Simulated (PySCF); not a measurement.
NO, SMILES O=[N] (connectivity only; charge and spin as stated), charge +1, multiplicity 1.

Geometry optimised at PBE-D3(BJ)/def2-TZVPD.

Computed with SMD-PBE0/6-31G* in PySCF.

Solvation free energies are E(SMD) − E(gas) at the gas-phase geometry, for 1 M in both phases.

**Question.** Rank water, dimethylsulfoxide, dichloromethane by solvation free energy, most negative first.

**Answer.** water (-83.7 kcal/mol), dimethylsulfoxide (-68.6 kcal/mol), dichloromethane (-65.3 kcal/mol)
